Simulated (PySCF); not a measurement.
CCl3F: calculation against experiment

**The experiment to reproduce.**

NIST CCCBDB Release 22 (SRD 101), experimental dipoles lists, for the gas: dipole moment (microwave Stark effect, vibrational ground state) 0.46 ± 0.02 D.

NIST CCCBDB Release 22 (SRD 101), experimental polarizabilities lists, for the gas: mean polarisability 8.249 Å³.

How close the calculation comes is told at the end.

CCl3F.
Atom-mapped SMILES: `[F:1][C:2]([Cl:3])([Cl:4])[Cl:5]`

Structure used (PBE0-D3(BJ)/def2-TZVP), in Å, numbered top down from 1:
```xyz
5
CCl3F angstrom
F      0.067   -0.152    1.385
C      0.010   -0.014    0.061
Cl    -0.461    1.641   -0.307
Cl     1.600   -0.362   -0.608
Cl    -1.182   -1.147   -0.568
```

The PySCF runs (gas phase, on this PBE0-D3(BJ)/def2-TZVP geometry; no spin–orbit coupling):

```
                              level                                                                                                                            job  basis functions
PBE0-D3(BJ)/def2-TZVP, grid level 2                                                                   geometry optimisation from a GFN2-xTB start shaken at random              173
                     B97-2/pcSseg-2                                                                                                                     shieldings              201
                       KT3/pcSseg-2                                                                                                                     shieldings              201
                      PBE0/pcSseg-2                                                     shieldings, charges and field gradients, density and orbital grids written              201
                   wB97X-D/pcSseg-2                                                                                                                     shieldings              201
              CAM-B3LYP/aug-cc-pVTZ                                                             10 singlets by full TDDFT, 4 Tamm–Dancoff triplets, polarisability              242
                   PBE0/aug-cc-pVTZ  10 singlets by full TDDFT, 4 Tamm–Dancoff triplets, polarisability, dynamic polarisability, density and orbital grids written              242
                wB97X-D/aug-cc-pVTZ                                                  10 singlets by full TDDFT, 4 Tamm–Dancoff triplets, polarisability, ΔSCF ions              242
```

## Comparison

**Dipole moment.** Measured: 0.46 D (NIST CCCBDB Release 22 (SRD 101), experimental dipoles).

```
                level  computed (D)  computed − measured (D)  % (from the printed values)
PBE0-D3(BJ)/def2-TZVP          0.36                    -0.10                          -22
       B97-2/pcSseg-2          0.37                    -0.09                          -20
         KT3/pcSseg-2          0.32                    -0.14                          -30
        PBE0/pcSseg-2          0.38                    -0.08                          -17
     wB97X-D/pcSseg-2          0.37                    -0.09                          -20
CAM-B3LYP/aug-cc-pVTZ          0.42                    -0.04                           -9
     PBE0/aug-cc-pVTZ          0.36                    -0.10                          -22
  wB97X-D/aug-cc-pVTZ          0.35                    -0.11                          -24
```

Closest is CAM-B3LYP/aug-cc-pVTZ (-0.04 D), furthest KT3/pcSseg-2 (-0.14 D); one molecule doesn't rank methods. All 8 levels lie below the measurement. The computed dipoles belong to one fixed geometry; measured ones are averaged over vibrations unless marked μe. Magnitudes are compared, not signs.

**Mean polarisability.** Measured: 8.249 Å³ (NIST CCCBDB Release 22 (SRD 101), experimental polarizabilities).

```tsv
level	computed (Å³)	computed − measured (Å³)	% (from the printed values)
CAM-B3LYP/aug-cc-pVTZ	8.374	+0.125	+2
PBE0/aug-cc-pVTZ	8.408	+0.159	+2
wB97X-D/aug-cc-pVTZ	8.396	+0.147	+2
```

Closest is CAM-B3LYP/aug-cc-pVTZ (+0.125 Å³), furthest PBE0/aug-cc-pVTZ (+0.159 Å³); one molecule doesn't rank methods. All 3 levels lie above the measurement. The computed values are static and purely electronic, with core orbitals frozen in the response (1 au = 0.148185 Å³). The table of measured values doesn't say here whether a value is static or optical, or holds a vibrational part.

No measured geometry was used, and the causes of the misses weren't examined.
